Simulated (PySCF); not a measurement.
Species: C2H2F2.
InChI=1S/C2H2F2/c3-1-2-4/h1-2H/b2-1-

Computed, not measured: PySCF 2.14.0, PBE0-D3(BJ)/def2-SVP geometry optimisation, gas phase.

Take the most abundant isotopes and a rigid rotor. 

(1) What are A, B and C (cm⁻¹)?

(2) Classify the top.

(3) Is it planar, by Δ = Ic − Ia − Ib?

(4) Give the coordinates in the principal-axis frame, origin at the centre of mass.

(5) Which types of transition are allowed, and where do some lines up to J = 3 fall?

(6) Estimate the classical rotational partition function at 10 K, 298.15 K and 500 K.

## Answers

(1) Ia = 23.16, Ib = 86.92, Ic = 110.08 u·Å²; 505379 MHz·u·Å²/I gives 21821, 5814 and 4591 MHz, that is A = 0.72786, B = 0.19394, C = 0.15313 cm⁻¹.

(2) An asymmetric top: κ = (2 × 5814 − 21821 − 4591)/(21821 − 4591) = -0.86.

(3) Planar: Δ = Ic − Ia − Ib = 0.00 u·Å². For a rigid frame Δ = −2 Σ m c², so it vanishes when all atoms lie in the ab plane; here none is more than 0.01 Å from it.

(4) The sense of each axis is arbitrary; atoms in the order of the calculation.
```json
{"atom": "F1", "mass (u)": "18.998", "a (Å)": "-1.388", "b (Å)": "-0.480", "c (Å)": "0.000"}
{"atom": "C2", "mass (u)": "12.000", "a (Å)": "-0.665", "b (Å)": "0.630", "c (Å)": "0.000"}
{"atom": "C3", "mass (u)": "12.000", "a (Å)": "0.665", "b (Å)": "0.630", "c (Å)": "0.000"}
{"atom": "F4", "mass (u)": "18.998", "a (Å)": "1.388", "b (Å)": "-0.480", "c (Å)": "0.000"}
{"atom": "H5", "mass (u)": "1.008", "a (Å)": "-1.243", "b (Å)": "1.557", "c (Å)": "0.000"}
{"atom": "H6", "mass (u)": "1.008", "a (Å)": "1.242", "b (Å)": "1.557", "c (Å)": "0.000"}
```

(5) The dipole components are |μa| = 0.00 D, |μb| = 2.21 D, |μc| = 0.00 D; the symmetry axis of this C2v structure is b, so μa and μc vanish by symmetry and there are no a-type or c-type lines. Some lines, for components of 0.1 D or more:

```csv
type,branch,"J(Ka,Kc)",MHz,lower level (cm⁻¹)
b,R,"2(0,2) ← 1(1,1)",4736,0.881
b,Q,"1(1,0) ← 1(0,1)",17230,0.347
b,Q,"2(1,1) ← 2(0,2)",18521,1.039
b,Q,"3(1,2) ← 3(0,3)",20580,2.071
b,R,"1(1,1) ← 0(0,0)",26412,0.000
b,R,"2(1,2) ← 1(0,1)",35593,0.347
b,Q,"3(2,1) ← 3(1,2)",46565,2.758
b,Q,"2(2,0) ← 2(1,1)",48088,1.657
b,Q,"2(2,1) ← 2(1,2)",51690,1.534
b,Q,"3(2,2) ← 3(1,3)",53566,2.513
b,R,"2(2,1) ← 1(1,0)",70053,0.922
b,R,"2(2,0) ← 1(1,1)",71344,0.881
b,Q,"3(3,0) ← 3(2,1)",82799,4.311
b,Q,"3(3,1) ← 3(2,2)",83133,4.300
b,R,"3(2,1) ← 2(1,2)",83240,1.534
b,R,"3(3,1) ← 2(2,0)",114280,3.261
```

(6) Point group C2v, symmetry number σ = 2; q = (√π/σ)·√((kT/h)³/(ABC)), k/h = 20836.6 MHz/K: 110 at 10 K, 18000 at 298.15 K, 39100 at 500 K.

No frequency check. Zero-point vibration and centrifugal distortion are left out.

On x86-64 server, one thread (shared host), this took 7.9 s. This is the geometry optimisation.
